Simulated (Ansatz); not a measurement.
I need a composite energy at a relaxed geometry of CN (charge -1). Use the Ansatz DFT code, driven from Python. Use (for the species named): r2SCAN, def2-SVP basis, multiplicity 1.

```yaml
atoms:
  - { symbol: C, position_ang: [0.5126, -0.1659, 0.2640] }
  - { symbol: N, position_ang: [-0.5126, 0.1659, -0.2640] }
```

`cn.py`:
```python
"""Relax CN(-) cheaply, then refine its energy."""

from dataclasses import dataclass
import itertools

import ansatz as az
from ase.data import atomic_numbers, covalent_radii
import numpy as np


@dataclass
class RunConfig:
    basis: str = "def2-SVP"
    functional: str = "r2scan"
    net_charge: int = -1


cfg = RunConfig()


def main() -> None:
    geometry_ang = [
        ("C", (0.51262, -0.16591, 0.26402)),
        ("N", (-0.51262, 0.16591, -0.26402)),
    ]
    cn = az.Crystal.molecule()
    for symbol, xyz in geometry_ang:
        cn = cn.atom(symbol, xyz)

    base = (
        cn.calculation()
        .basis(gaussian=cfg.basis)
        .functional(cfg.functional)
        .charge(cfg.net_charge)
        .accuracy("medium")
    )
    symbols = [site.symbol for site in cn.cartesian_sites]
    start = np.array([site.position_ang for site in cn.cartesian_sites], dtype=float)
    data = base.relax(force_tolerance=0.01).run(threads=1, pin="off").report
    end = np.array(data["positions_ang"])
    # pairs closer than 1.2 times the sum of covalent radii, before or after
    radius = [covalent_radii[atomic_numbers[s]] for s in symbols]
    span = lambda where, i, j: np.linalg.norm(where[i] - where[j])
    bonded = [(i, j) for i, j in itertools.combinations(range(len(symbols)), 2) if min(span(start, i, j), span(end, i, j)) < 1.2 * (radius[i] + radius[j])]
    print("pair        before    after (A)")
    for i, j in bonded:
        print(f"{symbols[i]}{i}-{symbols[j]}{j}".ljust(10), f"{span(start, i, j):8.4f} {span(end, i, j):8.4f}")

    minimum = az.Crystal.molecule()
    for symbol, place in zip(symbols, end):
        minimum = minimum.atom(symbol, place.tolist())
    at_minimum = minimum.calculation().charge(cfg.net_charge)
    # MP2 extrapolated to the basis limit, plus the small-basis difference CCSD(T) - MP2
    level = lambda method, basis: at_minimum.basis(gaussian=basis).correlation(method).run(threads=1, pin="off").report
    small, large, cluster = level("mp2", "cc-pVDZ"), level("mp2", "cc-pVTZ"), level("ccsd_t", "cc-pVDZ")
    corr = lambda each: (each["free_energy_ev"] - each["reference_energy_ev"]) / 27.211386246
    mp2_limit = (27 * corr(large) - 8 * corr(small)) / 19
    pieces = {"HF / cc-pVTZ": large["reference_energy_ev"] / 27.211386246, "MP2 correlation, DZ-TZ limit": mp2_limit, "CCSD(T) - MP2 / cc-pVDZ": corr(cluster) - corr(small)}
    for name, value in pieces.items():
        print(f"{name:32s} {value:14.6f} Ha")
    print(f"{'sum':32s} {sum(pieces.values()):14.6f} Ha")
    print("T1 diagnostic", round(cluster["correlation"]["coupled_cluster"]["t1_diagnostic"], 4))


if __name__ == "__main__":
    main()
```

```console
$ python cn.py
pair        before    after (A)
C0-N1        1.2000   1.1824
HF / cc-pVTZ                         -92.332043 Ha
MP2 correlation, DZ-TZ limit          -0.369312 Ha
CCSD(T) - MP2 / cc-pVDZ               -0.019089 Ha
sum                                  -92.720443 Ha
T1 diagnostic 0.0141
```

Caveats:
- These settings explore the input space; basis and method may be short of convergence.
- The sum leaves out core correlation, relativity, the Hartree-Fock basis error and zero-point energy; a DZ-TZ extrapolation is rough.
- Inner cores stay frozen, so this is valence correlation.
- An extrapolation from small basis sets is rough.
- Anions want diffuse functions, which this basis lacks.
- Timing: 2.6 s on 1 thread of Arm Neoverse V1 (shared host), peak memory 0.16 GiB.

(A comment or docstring line of the script was reworded after the run, the code is as it ran.)
